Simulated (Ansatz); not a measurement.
# AlH2S+ (triplet): the correlation ladder, def2-TZVPP

An exercise on one series of results from a longer session: the logs are not shown, and one member is left open.

Method: def2-TZVPP, core rule «outside noble gas», up to 10 orbitals frozen; program: Ansatz 0.2.0, Gaussian basis.

Plan: UHF; ROHF; CCSD(T) on UHF.

### What is computed

The geometry is a PBE0/def2-TZVP stationary point (not a proven minimum) of the parent state, kept for this charge and spin.

4 atoms, charge 1, spin multiplicity 3.

Atoms are counted from 1 here; the program's logs count them from 0.

Bond lengths: Al1–S2 2.200 Å, Al1–H3 1.767 Å, Al1–H4 1.767 Å. Angles: S2–Al1–H3 67.9°, S2–Al1–H4 67.9°, H3–Al1–H4 135.8°.

Set-up of the first run:

Contents of in.yaml:

```yaml
crystal:
  periodic: [false, false, false]
  atoms:
    - {symbol: Al, position_ang: [0.000000, 0.000000, 1.177341]}
    - {symbol: S, position_ang: [0.000000, 0.000000, -1.022903]}
    - {symbol: H, position_ang: [0.000000, 1.636908, 0.512382]}
    - {symbol: H, position_ang: [0.000000, -1.636908, 0.512382]}
basis:
  gaussian: {orbitals: def2-TZVPP}
total_charge: 1
magnetization: {spin_polarized: true, initial_magnetization: 2}
hamiltonian: {xc: hf}
output: {orbitals: {seedname: orbitals}}
```

Run with:

```
ansatz run in.yaml --threads 1 --pin off --events-out ev --progress --plain --max-ram 4096MiB --backend cpu
```

Steps of the session up to this table: UHF; ROHF; CCSD(T) on UHF.

One table of the session follows, with a row left open; its other results are not shown here.

```
  method  from UCCSD(T) (kcal/mol)
    ROHF                   +172.17
     UHF                         ?
    UMP2                    +32.94
   UCCSD                     +7.78
UCCSD(T)                         0
```

**Question.** Estimate the row for UHF.

**Answer.** from UCCSD(T) (kcal/mol): +165.26. In the column «from UCCSD(T) (kcal/mol)» it lies between UMP2 (+32.94) and ROHF (+172.17).

Caveats from the session: Warnings: spin contamination; coupled cluster took another determinant than the lowest.
